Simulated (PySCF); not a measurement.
PySCF input (M06-2X/6-31G* (5d)):

```python
from pyscf import gto, dft

mol = gto.M(
    atom='''
    O    -0.00091616   -0.01015443    0.67280603
    C     0.00071614    0.00793741   -0.52591197
    H    -0.00265489    0.95544190   -1.09932737
    H     0.00568738   -0.92183092   -1.12764904
    ''',
    basis='6-31g*',
    charge=1,
    spin=1,
    verbose=4,
)

mf = dft.UKS(mol, xc='m062x')
mf.grids.level = 4
mf.conv_tol = 1e-9
mf.max_cycle = 100
mf.max_memory = 1500
mf.kernel()
if not mf.converged:
    mf = mf.newton()
    mf.kernel(mf.make_rdm1())
mo, _, stable, _ = mf.stability(return_status=True)
if not stable:
    mf.kernel(mf.make_rdm1(mo, mf.mo_occ))
    stable = mf.stability(return_status=True)[2]
mf.dip_moment()
```

Output:

```
PySCF version 2.14.0

[INPUT] verbose = 4
[INPUT] num. atoms = 4
[INPUT] num. electrons = 15
[INPUT] charge = 1
[INPUT] spin (= nelec alpha-beta = 2S) = 1
[INPUT] symmetry False subgroup None
[INPUT] Mole.unit = angstrom
[INPUT] Symbol           X                Y                Z      unit          X                Y                Z       unit  Magmom
[INPUT]  1 O     -0.000916160000  -0.010154430000   0.672806030000 AA   -0.001731291486  -0.019189091651   1.271419131656 Bohr   0.0
[INPUT]  2 C      0.000716140000   0.007937410000  -0.525911970000 AA    0.001353308467   0.014999531038  -0.993829588930 Bohr   0.0
[INPUT]  3 H     -0.002654890000   0.955441900000  -1.099327370000 AA   -0.005017014991   1.805523518934  -2.077427650538 Bohr   0.0
[INPUT]  4 H      0.005687380000  -0.921830920000  -1.127649040000 AA    0.010747590566  -1.742007971956  -2.130947850229 Bohr   0.0

nuclear repulsion = 31.3982277027652
number of shells = 16
number of NR pGTOs = 62
number of NR cGTOs = 32
basis = 6-31g*
ecp = {}

******** <class 'pyscf.dft.uks.UKS'> ********
method = UKS
initial guess = minao
damping factor = 0
level_shift factor = 0
DIIS = <class 'pyscf.scf.diis.CDIIS'>
diis_start_cycle = 1
diis_space = 8
diis_damp = 0
SCF conv_tol = 1e-09
SCF conv_tol_grad = None
SCF max_cycles = 100
direct_scf = True
direct_scf_tol = 1e-13
number electrons alpha = 8  beta = 7
XC library pyscf.dft.libxc version 7.1.2
    S. Lehtola, C. Steigemann, M. J. T. Oliveira, and M. A. L. Marques,  SoftwareX 7, 1–5 (2018)
XC functionals = m062x
    Y. Zhao and D. G. Truhlar,  Theor. Chem. Acc. 120, 215 (2008)
    Y. Zhao and D. G. Truhlar,  Theor. Chem. Acc. 120, 215 (2008)
radial grids:
    Treutler-Ahlrichs [JCP 102, 346 (1995); DOI:10.1063/1.469408] (M4) radial grids

becke partition: Becke, JCP 88, 2547 (1988); DOI:10.1063/1.454033
pruning grids: <function nwchem_prune>
grids dens level: 4
symmetrized grids: False
atomic radii adjust function: <function treutler_atomic_radii_adjust>
small_rho_cutoff = 0
Set gradient conv threshold to 3.16228e-05
tot grids = 88288
init E= -114.574903072624
  alpha nocc = 8  HOMO = -0.324827851392328  LUMO = -0.0816550744317142
  beta  nocc = 7  HOMO = -0.513669043777709  LUMO = -0.324827851392329

WARN: HOMO -0.324827851392328 >= LUMO -0.324827851392329

cycle= 1 E= -113.934072360642  delta_E= 0.641  |g|= 0.425  |ddm|= 1.27
  alpha nocc = 8  HOMO = -0.702070830503291  LUMO = -0.381053167486086
  beta  nocc = 7  HOMO = -0.82850033207418  LUMO = -0.470368295230248
  HOMO = -0.702070830503  LUMO = -0.47036829523  gap/eV = 6.30495
cycle= 2 E= -113.819076522221  delta_E= 0.115  |g|= 0.755  |ddm|= 0.676
  alpha nocc = 8  HOMO = -0.776003076686859  LUMO = -0.362843480301102
  beta  nocc = 7  HOMO = -0.863396019537367  LUMO = -0.513980583948343
  HOMO = -0.776003076687  LUMO = -0.513980583948  gap/eV = 7.13000
cycle= 3 E= -114.042160113138  delta_E= -0.223  |g|= 0.0538  |ddm|= 0.409
  alpha nocc = 8  HOMO = -0.753515924405012  LUMO = -0.326365275198625
  beta  nocc = 7  HOMO = -0.833707507741171  LUMO = -0.469996657069236
  HOMO = -0.753515924405  LUMO = -0.469996657069  gap/eV = 7.71495
cycle= 4 E= -114.04459852127  delta_E= -0.00244  |g|= 0.0346  |ddm|= 0.0632
  alpha nocc = 8  HOMO = -0.76174948309524  LUMO = -0.330815312666353
  beta  nocc = 7  HOMO = -0.843583317392071  LUMO = -0.468255606456903
  HOMO = -0.761749483095  LUMO = -0.468255606457  gap/eV = 7.98638
cycle= 5 E= -114.045668361874  delta_E= -0.00107  |g|= 0.0102  |ddm|= 0.0403
  alpha nocc = 8  HOMO = -0.763186739561858  LUMO = -0.33034021402861
  beta  nocc = 7  HOMO = -0.842288701056409  LUMO = -0.463289641782467
  HOMO = -0.763186739562  LUMO = -0.463289641782  gap/eV = 8.16062
cycle= 6 E= -114.046015517834  delta_E= -0.000347  |g|= 0.00343  |ddm|= 0.0293
  alpha nocc = 8  HOMO = -0.763563254951086  LUMO = -0.331002395606854
  beta  nocc = 7  HOMO = -0.842622765551559  LUMO = -0.462244852778067
  HOMO = -0.763563254951  LUMO = -0.462244852778  gap/eV = 8.19929
cycle= 7 E= -114.046060395158  delta_E= -4.49e-05  |g|= 0.000992  |ddm|= 0.0125
  alpha nocc = 8  HOMO = -0.763441324648662  LUMO = -0.330896994221985
  beta  nocc = 7  HOMO = -0.842282544634753  LUMO = -0.462078824367592
  HOMO = -0.763441324649  LUMO = -0.462078824368  gap/eV = 8.20049
cycle= 8 E= -114.04606336758  delta_E= -2.97e-06  |g|= 0.000474  |ddm|= 0.00245
  alpha nocc = 8  HOMO = -0.763490407319945  LUMO = -0.330912456694624
  beta  nocc = 7  HOMO = -0.84200841426785  LUMO = -0.462097099885055
  HOMO = -0.76349040732  LUMO = -0.462097099885  gap/eV = 8.20133
cycle= 9 E= -114.046064399689  delta_E= -1.03e-06  |g|= 0.00013  |ddm|= 0.00202
  alpha nocc = 8  HOMO = -0.763500015614693  LUMO = -0.330905576280442
  beta  nocc = 7  HOMO = -0.841945936630687  LUMO = -0.462134466779658
  HOMO = -0.763500015615  LUMO = -0.46213446678  gap/eV = 8.20057
cycle= 10 E= -114.046064464374  delta_E= -6.47e-08  |g|= 1.62e-05  |ddm|= 0.000542
  alpha nocc = 8  HOMO = -0.763503221124044  LUMO = -0.330910704506906
  beta  nocc = 7  HOMO = -0.841944787856838  LUMO = -0.462138834521939
  HOMO = -0.763503221124  LUMO = -0.462138834522  gap/eV = 8.20054
cycle= 11 E= -114.04606446479  delta_E= -4.16e-10  |g|= 5.69e-06  |ddm|= 4.29e-05
  alpha nocc = 8  HOMO = -0.76350289271375  LUMO = -0.330910217982129
  beta  nocc = 7  HOMO = -0.841946084904073  LUMO = -0.46213874499004
  HOMO = -0.763502892714  LUMO = -0.46213874499  gap/eV = 8.20054
Extra cycle  E= -114.046064464802  delta_E= -1.14e-11  |g|= 6.59e-06  |ddm|= 7.95e-06
converged SCF energy = -114.046064464802  <S^2> = 0.76209554  2S+1 = 2.0120592
uhf_internal: lowest eigs of H = [0.25314075 0.34549214 0.38420041]
<class 'pyscf.dft.uks.UKS'> wavefunction is stable in the internal stability analysis

WARN: System has nonzero charge 1; the dipole moment is origin-dependent.
Location of origin: [0. 0. 0.]

Dipole moment(X, Y, Z, Debye):  0.00438,  0.04852, -3.21644
```

The dipole moment of an ion depends on the origin.
